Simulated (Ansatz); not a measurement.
# C2H2N2O: the cost of one run

Program: Ansatz 0.2.0. Level of theory: the levels named in each step. These are calculated values, not measurements.

## Step 1: The structure to begin with

Bond lengths: C1–N2 1.288 Å, N2–N3 1.347 Å, N3–C4 1.288 Å, C1–O5 1.349 Å, C4–O5 1.339 Å, C1–H6 1.070 Å, C4–H7 1.070 Å. Angles: C1–N2–N3 106.7°, N2–C1–O5 112.1°, N2–C1–H6 127.4°, O5–C1–H6 120.5°, N2–N3–C4 106.7°, N3–C4–O5 112.5°, N3–C4–H7 127.4°, O5–C4–H7 120.2°, C1–O5–C4 102.0°.

As a file:

```xyz
7

C    -1.0511    0.2625   -0.0087
N    -0.6339   -0.8860    0.3977
N     0.7078   -0.8763    0.2759
C     1.0285    0.2774   -0.1977
O    -0.0381    1.0591   -0.4056
H    -2.0627    0.6077   -0.0525
H     2.0105    0.6367   -0.4232
```

## Step 2: A rough first relaxation, PBE-D4/def2-SVP

This run stands in another session on the same molecule. It ended at:

```xyz
7

C    -1.0618    0.2530   -0.0040
N    -0.6562   -0.9120    0.4098
N     0.7332   -0.9025    0.2837
C     1.0418    0.2673   -0.1951
O    -0.0433    1.0635   -0.4067
H    -2.0843    0.6420   -0.0639
H     2.0315    0.6699   -0.4378
```

## Step 3: Relaxation, B2PLYP/def2-TZVPP

input.yaml reads:

```yaml
crystal:
  periodic: [false, false, false]
  atoms:
    - { symbol: C, position_ang: [-1.06179728, 0.25296359, -0.00398307] }
    - { symbol: "N", position_ang: [-0.6561721, -0.91198953, 0.40979431] }
    - { symbol: "N", position_ang: [0.73318437, -0.90253625, 0.28370667] }
    - { symbol: C, position_ang: [1.0418474, 0.26725589, -0.19507589] }
    - { symbol: O, position_ang: [-0.04327236, 1.06353723, -0.40669789] }
    - { symbol: H, position_ang: [-2.08429518, 0.64199584, -0.06394242] }
    - { symbol: H, position_ang: [2.03152514, 0.66987322, -0.43775172] }
basis:
  gaussian: { orbitals: def2-TZVPP }
hamiltonian:
  xc: { name: B2PLYP }
relax:
  f_tol: 0.002
  max_steps: 150
```

Started as:

```bash
$ ansatz run input.yaml --threads 4 --pin off --max-ram 10240MiB --backend cpu --events-out ev --progress --plain --runs-dir out
```

**Question.** How long does this run take on 4 threads of Intel Xeon at 2.50GHz (Skylake/Cascade Lake), shared host, and how much memory does it need?

About 3.4 min, with a peak of 0.65 GiB.
